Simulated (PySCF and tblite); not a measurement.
Results of a calculation; reference values are marked as such.
# Barrier and rate of a rotation

System: 2-chloroacrylic acid, C3H3ClO2, numbered as in [CH2:1]=[C:2]([Cl:3])[C:4](=[O:5])[OH:6].

Motion: rotation about the C4–O6 bond (torsion C2–C4–O6–H from -180° to 0°, rising). Geometries: B3LYP-D3(BJ)/def2-SVP; energies: PBE/pcSseg-1 + D3(BJ); zero-point and thermal terms from GFN2-xTB harmonic modes (soft modes blended into free rotors). Rate constants are transition-state-theory values, counting equivalent paths, without tunnelling. (PySCF 2.14 with density fitting, tblite 0.8.)

| point | symmetry | E(GFN2) kcal/mol | E(DFT) kcal/mol | ZPE change kcal/mol | lowest mode cm⁻¹ | dipole D |
| --- | --- | --- | --- | --- | --- | --- |
| start | Cs | 0.0 | 0.0 | 0.00 | 52 | 0.03 |
| saddle | C1 | 12.7 | 12.9 | -1.13 | 635i | 1.91 |
| end | Cs | 2.8 | 1.8 | -0.22 | 63 | 3.04 |

| Quantity | Value |
| --- | --- |
| Electronic barrier | 12.9 kcal/mol |
| Barrier with zero-point energy | 11.8 kcal/mol |
| ΔH‡ (298 K) | 11.7 kcal/mol |
| ΔS‡ (298 K, symmetry apart) | -0.3 cal/(mol K) |
| Paths | 2 equivalent paths |
| End point | a different minimum |
| Mean lifetime of the start against this motion at 298 K | 38 µs |
| Cost | 2.8 min on 1 thread of Arm Neoverse N1 (shared host) (rough), peak memory 0.57 GiB, launched as `OMP_NUM_THREADS=1 python ens_run.py task.json out` |

| T/K | ΔG‡ kcal/mol | k s⁻¹ | ΔG kcal/mol | k back s⁻¹ |
| --- | --- | --- | --- | --- |
| 200 | 11.8 | 1 | 1.6 | 62 |
| 250 | 11.8 | 488 | 1.6 | 1.3×10⁴ |
| 298 | 11.8 | 2.6×10⁴ | 1.7 | 4.4×10⁵ |
| 350 | 11.8 | 5.8×10⁵ | 1.7 | 6.5×10⁶ |
| 400 | 11.9 | 5.4×10⁶ | 1.7 | 4.6×10⁷ |
| 500 | 11.9 | 1.2×10⁸ | 1.7 | 7×10⁸ |

ΔG and ΔG‡ leave out symmetry numbers and mirror images; rates count paths: 2 out, 2 back.
